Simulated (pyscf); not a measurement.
Optimised with ωB97X-D3(BJ)/def2-SVP in PySCF.

Q: How much does it cost (ΔH, 298 K, ωB97M-D3(BJ)/def2-TZVP) to split H₂N–Y(NH₂)–OH (SMILES [NH2][Y]([NH2])[OH]) at its O–Y bond into [H₂N–Y–NH₂]• + OH•?

A: O–Y to [H₂N–Y–NH₂]• + OH•: 5.48 eV. The 7 functionals that were run give +5.23 (PBE0-D3(BJ)) to +5.48 eV (ωB97M-D3(BJ)/def2-TZVP). The radicals are drawn with the spin at the cut bond; how far it spreads was not checked. Other isomers of [H₂N–Y–NH₂]• were not searched in full and may lie lower. Left out: the spin-orbit lowering of OH. Open-shell species with a d-block atom are single-reference here; other states, and whether the spin sits on metal or ligand, were not checked. Elements past Kr carry the def2 core potentials, without spin-orbit coupling.
